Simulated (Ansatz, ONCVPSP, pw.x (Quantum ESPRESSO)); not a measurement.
# silicon (Si): one change to the ONCV potential, in the atom and in the diamond crystal

| Item | Value |
| --- | --- |
| Element | silicon |
| Generator | ONCVPSP 4.0.1.1 (patched build) |
| Type | optimised norm-conserving Vanderbilt (ONCV) |
| Functional | PBE |
| Relativity | scalar-relativistic |
| Frozen core | [Ne] |
| Valence charge | 4 |
| Reference configuration | 3s2 3p0.5 (charge +1.5) |
| Partial waves | 3s: rc 1.75 bohr, ncon 4, nbas 7, qcut 4.2 1/bohr, local; 3p: rc 1.85 bohr, ncon 4, nbas 7, qcut 5.4 1/bohr, 2 projectors, debl 0.8 Ha; d scattering state at 0.17 Ha: rc 1.90 bohr, ncon 4, nbas 8, qcut 5.1 1/bohr, 2 projectors, debl 1.9 Ha |
| Local potential | the s channel |
| Core correction | Teter function, fcfact 4.5, rcfact 1.8 |

In the d channel the program set the typed energies aside and used 0.050, 1.950 Ha.

Change: reference 3s2 3p2.

Cutoffs, loose and tight: the cutoffs (Ha) at which the residual kinetic energy of the hardest occupied pseudo-wave falls to 1 and 0.1 mHa per electron. They do not see the model core or the augmentation charge, which bear on the density cutoff. Test errors are all-electron minus pseudo excitation energies from the reference, over the configurations 3s2 3p2; 3s2 3p1; 3s2 3p0; 3s1 3p3; variants that change the core or the reference have their own tests.

Crystal test: diamond Si in pw.x 7.5, no spin, 8³ k-points, Fermi–Dirac smearing 0.01 Ry, cutoffs set for each file from its atomic test. The reference is all-electron LAPW (Ansatz 0.2.0) with the same functional, mesh and smearing; V0 and B0 come from Birch–Murnaghan fits to the pressures at five volumes. Errors are pseudo minus all-electron; Δ is the rms difference of the E(V) curves that follow from these fits, minima aligned, over ±6 % about the mean V0. Mesh and smearing are coarse, so the numbers serve the comparison and aren't converged zero-temperature values; the lattice is a test structure that the element need not adopt.

All-electron: a0 = 5.469 Å (V0 = 20.45 Å³/atom), B0 = 88.5 GPa.

Problem. Does the change bring the crystal closer to the all-electron result?

Solution. The mean pressure error goes from +2.96 to -0.25 GPa, so the change moves the solid closer to the all-electron pressures.

| quantity | base | changed |
| --- | --- | --- |
| outcome (atom) | generated, projector energies reset by the program | generated |
| cutoff, loose (atom) | 8.0 Ha | 7.7 Ha |
| cutoff, tight (atom) | 17 Ha | 16 Ha |
| bound ghosts (atom) | none | none |
| largest test error (meV) (atom) | -63 | -395 |
| cutoffs in pw.x (Ry) | 50/200 | 50/200 |
| a0 (Å) | 5.529 | 5.464 |
| a0 error (%) | +1.10 | -0.10 |
| B0 error (%) | -5.4 | +4.9 |
| Δ (meV/atom) | 12.8 | 1.2 |
| mean pressure error (GPa) | +2.96 | -0.25 |

Base: This is a poor potential for the solid. The cutoffs count occupied waves only; projector 2 of the d channel, the hardest unoccupied one, needs 25 Ha at the loose tolerance. Changed file: The cutoffs count occupied waves only; projector 2 of the d channel, the hardest unoccupied one, needs 22 Ha at the loose tolerance.
